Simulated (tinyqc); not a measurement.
MP2 on RHF in the sto-6g basis, frozen core, for BH3, spin multiplicity 1, step by step. One step of it, computed by the program tinyqc.

Problem. Second-order Moller-Plesset energy. E2 = sum_ijab (ia|jb) [2 (ia|jb) - (ib|ja)] / (e_i + e_j - e_a - e_b) over occupied i, j and virtual a, b; the opposite-spin part is (ia|jb)^2 / denominator, the rest is same-spin, and SCS-MP2 scales them by 6/5 and 1/3.

orbital energies (hartree): MO1 -7.527768, MO2 -0.650743, MO3 -0.451223, MO4 -0.451052, MO5 0.236301, MO6 0.629696, MO7 0.698706, MO8 0.699211

Two-electron integrals over orbitals (pq|rs), unique and non-zero (hartree); the lowest 1 orbital is frozen and left out:
```
(22|22) 0.436863    (32|22) 0.000094    (32|32) 0.119545    (33|22) 0.431433
(33|32) 0.063841    (33|33) 0.484202    (42|42) 0.119428    (43|42) -0.063917
(43|43) 0.049691    (44|22) 0.431311    (44|32) -0.063909   (44|33) 0.385038
(44|44) 0.484251    (52|22) -0.001082   (52|32) -7.47e-07   (52|33) -0.000864
(52|44) -0.000863   (52|52) 0.068356    (53|22) -2.03e-06   (53|32) -0.001631
(53|33) -0.001623   (53|44) 0.001624    (53|52) -0.000011   (53|53) 0.017162
(54|42) -0.001629   (54|43) 0.001625    (54|54) 0.017158    (55|22) 0.458781
(55|32) 0.000015    (55|33) 0.427646    (55|44) 0.427605    (55|52) 0.010605
(55|53) -4.69e-06   (55|55) 0.587316    (62|22) 0.044519    (62|32) -0.000022
(62|33) 0.022269    (62|44) 0.022226    (62|52) -0.000359   (62|53) -4.01e-06
(62|55) 0.110800    (62|62) 0.072662    (63|22) -0.000143   (63|32) -0.043184
(63|33) -0.041153   (63|44) 0.041051    (63|52) -0.000007   (63|53) 0.001880
(63|55) -0.000222   (63|62) -0.000194   (63|63) 0.060197    (64|42) -0.043288
(64|43) 0.041207    (64|54) 0.001885    (64|64) 0.060392    (65|22) -0.003922
(65|32) -0.000009   (65|33) -0.001712   (65|44) -0.001702   (65|52) 0.064245
(65|53) -0.000044   (65|55) 0.000608    (65|62) -0.006716   (65|63) 0.000009
(65|65) 0.066363    (66|22) 0.433566    (66|32) -0.000337   (66|33) 0.431459
(66|44) 0.431805    (66|52) -0.007076   (66|53) 0.000008    (66|55) 0.455393
(66|62) 0.030527    (66|63) 0.000068    (66|65) -0.009066   (66|66) 0.451141
(72|42) -0.002559   (72|43) 0.024077    (72|54) 0.002472    (72|64) 0.046265
(72|72) 0.048901    (73|42) 0.049843    (73|43) -0.023854   (73|54) -0.001346
(73|64) -0.030756   (73|72) -0.010098   (73|73) 0.035142    (74|22) 0.047749
(74|32) 0.049866    (74|33) 0.053038    (74|44) 0.005409    (74|52) 0.004248
(74|53) -0.001347   (74|55) 0.100124    (74|62) 0.069514    (74|63) -0.030790
(74|65) -0.001854   (74|66) 0.028761    (74|74) 0.105941    (75|42) 0.005621
(75|43) -0.002760   (75|54) 0.016182    (75|64) -0.002216   (75|72) 0.000713
(75|73) 0.002367    (75|75) 0.020562    (76|42) 0.107986    (76|43) -0.058179
(76|54) -0.002118   (76|64) -0.045708   (76|72) -0.007586   (76|73) 0.051606
(76|75) 0.004960    (76|76) 0.110701    (77|22) 0.451829    (77|32) -0.029190
(77|33) 0.415350    (77|44) 0.482015    (77|52) 0.001771    (77|53) 0.001612
(77|55) 0.474053    (77|62) 0.048870    (77|63) 0.036811    (77|65) -0.001202
(77|66) 0.459422    (77|74) 0.044748    (77|77) 0.521962    (82|22) 0.000070
(82|32) -0.002617   (82|33) -0.024046   (82|44) 0.024121    (82|52) 1.77e-06
(82|53) 0.002473    (82|55) 0.000201    (82|62) 0.000077    (82|63) 0.046247
(82|65) -0.000013   (82|66) 0.000066    (82|74) -0.009974   (82|77) 0.030231
(82|82) 0.048908    (83|22) 0.047677    (83|32) -0.049916   (83|33) 0.005408
(83|44) 0.053118    (83|52) 0.004249    (83|53) 0.001345    (83|55) 0.100116
(83|62) 0.069504    (83|63) 0.030567    (83|65) -0.001845   (83|66) 0.029086
(83|74) 0.039072    (83|77) 0.067078    (83|82) 0.010299    (83|83) 0.106010
(84|42) 0.049763    (84|43) -0.023778   (84|54) -0.001342   (84|64) -0.030647
(84|72) -0.010011   (84|73) 0.031642    (84|75) 0.002363    (84|76) 0.051524
(84|84) 0.035029    (85|22) -2.32e-06   (85|32) 0.005625    (85|33) 0.002752
(85|44) -0.002761   (85|52) 0.000114    (85|53) 0.016183    (85|55) 2.26e-06
(85|62) -0.000013   (85|63) -0.002210   (85|65) 0.000077    (85|66) -0.000031
(85|74) 0.002365    (85|77) -0.001015   (85|82) 0.000711    (85|83) -0.002373
(85|85) 0.020563    (86|22) 0.000054    (86|32) 0.107951    (86|33) 0.057937
(86|44) -0.058062   (86|52) -0.000016   (86|53) -0.002114   (86|55) -0.000016
(86|62) -0.000042   (86|63) -0.045450   (86|65) -0.000022   (86|66) -0.000361
(86|74) 0.051531    (86|77) -0.029848   (86|82) -0.007536   (86|83) -0.051672
(86|85) 0.004958    (86|86) 0.110523    (87|42) -0.029006   (87|43) 0.033282
(87|54) 0.001610    (87|64) 0.036901    (87|72) 0.030131    (87|73) -0.011073
(87|75) -0.001005   (87|76) -0.029741   (87|84) -0.011003   (87|87) 0.034304
(88|22) 0.451905    (88|32) 0.029570    (88|33) 0.482237    (88|44) 0.415133
(88|52) 0.001771    (88|53) -0.001622   (88|55) 0.474094    (88|62) 0.048942
(88|63) -0.037210   (88|65) -0.001205   (88|66) 0.459265    (88|74) 0.067212
(88|77) 0.453113    (88|82) -0.030087   (88|83) 0.044542    (88|85) 0.001028
(88|86) 0.030132    (88|88) 0.522233
```

Hartree-Fock energy = -26.31718015 hartree

Give: Terms; Pair energies; MP2 correlation energy; SCS-MP2 correlation energy; MP2 total energy.

Solution.

Terms (the 40 largest of 74):
```
i  j  a  b  (ia|jb)  (ib|ja)  denominator       term
3  3  8  8   0.1060   0.1060      -2.3009    -0.0049
4  4  7  7   0.1059   0.1059      -2.2995    -0.0049
2  4  6  7   0.0695   0.0463      -2.4302    -0.0027
4  2  7  6   0.0695   0.0463      -2.4302    -0.0027
2  3  6  8   0.0695   0.0462      -2.4309    -0.0027
3  2  8  6   0.0695   0.0462      -2.4309    -0.0027
2  2  5  5   0.0684   0.0684      -1.7741    -0.0026
2  2  6  6   0.0727   0.0727      -2.5609    -0.0021
4  4  6  6   0.0604   0.0604      -2.1615    -0.0017
3  3  6  6   0.0602   0.0602      -2.1618    -0.0017
2  2  7  7   0.0489   0.0489      -2.6989    -0.0009
2  2  8  8   0.0489   0.0489      -2.6999    -0.0009
4  3  7  8   0.0391   0.0316      -2.3002    -0.0008
3  4  8  7   0.0391   0.0316      -2.3002    -0.0008
3  3  7  7   0.0351   0.0351      -2.2999    -0.0005
4  4  8  8   0.0350   0.0350      -2.3005    -0.0005
4  2  6  7   0.0463   0.0695      -2.4302  -4.38e-04
2  4  7  6   0.0463   0.0695      -2.4302  -4.38e-04
2  3  8  6   0.0462   0.0695      -2.4309  -4.37e-04
3  2  6  8   0.0462   0.0695      -2.4309  -4.37e-04
3  4  6  7  -0.0308  -0.0308      -2.2307  -4.25e-04
4  3  7  6  -0.0308  -0.0308      -2.2307  -4.25e-04
4  3  6  7  -0.0308  -0.0308      -2.2307  -4.24e-04
3  4  7  6  -0.0308  -0.0308      -2.2307  -4.24e-04
4  4  8  6  -0.0306  -0.0306      -2.2310  -4.21e-04
4  4  6  8  -0.0306  -0.0306      -2.2310  -4.21e-04
3  3  8  6   0.0306   0.0306      -2.2314  -4.19e-04
3  3  6  8   0.0306   0.0306      -2.2314  -4.19e-04
3  4  7  8   0.0316   0.0391      -2.3002  -3.33e-04
4  3  8  7   0.0316   0.0391      -2.3002  -3.33e-04
3  3  5  5   0.0172   0.0172      -1.3750  -2.14e-04
4  4  5  5   0.0172   0.0172      -1.3747  -2.14e-04
2  3  8  8   0.0103   0.0103      -2.5004  -4.24e-05
3  2  8  8   0.0103   0.0103      -2.5004  -4.24e-05
3  2  7  7  -0.0101  -0.0101      -2.4994  -4.08e-05
2  3  7  7  -0.0101  -0.0101      -2.4994  -4.08e-05
4  2  8  7  -0.0100  -0.0100      -2.4997  -4.02e-05
2  4  7  8  -0.0100  -0.0100      -2.4997  -4.02e-05
2  4  8  7  -0.0100  -0.0100      -2.4997  -3.97e-05
4  2  7  8  -0.0100  -0.0100      -2.4997  -3.97e-05
```

Pair energies (hartree; pair i-j sums ij and ji):
```
pair  opposite spin  same spin
2-2         -0.0065          0
3-2         -0.0059  -4.48e-04
3-3         -0.0082          0
4-2         -0.0059  -4.48e-04
4-3         -0.0039  -4.80e-05
4-4         -0.0082          0
```

MP2 correlation energy = -0.039477 hartree

SCS-MP2 correlation energy = -0.046554 hartree

MP2 total energy = -26.356657 hartree
